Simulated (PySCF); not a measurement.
Task: Write Cartesian coordinates for `Clc1cpco1` as optimised with PBE0-D3(BJ)/def2-SVP.

Result: 
```
atom  x, y, z in Å
Cl1    2.0769   -1.2943   -0.8675
C2     0.7528   -0.3876   -0.2971
C3     0.6807    0.9325    0.0128
P4    -0.9640    1.3444    0.5595
C5    -1.3729   -0.2954    0.3137
O6    -0.3792   -1.0838   -0.1349
H7     1.5266    1.6123   -0.0735
H8    -2.3155   -0.8231    0.4585
```

Any rigid rotation of these coordinates is as good. Atoms count from 1 in this order. The 6 heavy atoms lie in one plane (0.001 Å rms). The 2 C–P bonds span 1.708 Å (P4–C5, aromatic) to 1.781 Å (C3–P4, aromatic), a spread of 0.073 Å. The 5-membered ring C2–C3–P4–C5–O6 has internal angles of 87.4° to 115.7°; it is planar, 0.00 Å rms from its mean plane, widest ring torsion 0°.

Bonds between heavy atoms (Å): Cl1–C2 1.703, C2–C3 1.358, C3–P4 1.781, P4–C5 1.708, C5–O6 1.345, C2–O6 1.339.

The calculation used PBE0-D3(BJ)/def2-SVP geometry optimisation, gas phase (PySCF 2.14.0).

Point group: Cs (tolerance 0.08 Å). PBE0-D3(BJ)/def2-SVP frequencies: not computed here.
